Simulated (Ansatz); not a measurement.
Geometry optimisation, UKS PBE0-D4/def2-SVP in Ansatz.

Input file:

```yaml
crystal:
  periodic: [false, false, false]
  atoms:
    - { symbol: Si, position_ang: [0.000388, 0.0, -0.276156] }
    - { symbol: Cl, position_ang: [0.000278, 0.0, 3.056862] }
    - { symbol: H, position_ang: [1.423626, 0.0, -0.732822] }
    - { symbol: H, position_ang: [-0.711255, 1.232634, -0.732602] }
    - { symbol: H, position_ang: [-0.711255, -1.232634, -0.732602] }
    - { symbol: H, position_ang: [-0.000381, 0.0, 4.38872] }
magnetization:
  spin_polarized: true
  initial_magnetization: 1
basis:
  gaussian: { orbitals: def2-SVP }
hamiltonian:
  xc: pbe0
  dispersion: d4
relax:
  f_tol: 0.03
  max_steps: 50
```

Command:

```bash
$ ansatz run input.yaml --threads 1 --pin off --max-ram 2048MiB --backend cpu --events-out ev --progress --plain --runs-dir out
```

Q: Where does it end, and by what steps?

A: The forces met the threshold. After 3 steps the energy has fallen by 0.042 eV; Cl2 moved furthest, 0.24 Å.

```
step  energy less start (eV)  largest force component (eV/Å)  accepted
   0                  0.0000                           1.230       yes
   1                 -0.0358                           0.550       yes
   2                 -0.0413                           0.050       yes
   3                 -0.0415                           0.013       yes
```

```xyz
6
Properties=species:S:1:pos:R:3
Si 0.000 0.000 -0.392
Cl 0.000 0.000 3.301
H 1.424 0.000 -0.842
H -0.712 1.233 -0.842
H -0.712 -1.233 -0.842
H 0.000 0.000 4.589
```

Whether the end is a true minimum wasn't checked by a vibrational analysis.

Run time: 7.5 s on 1 thread of Arm Neoverse V2, on a shared host, peak memory 0.13 GiB.
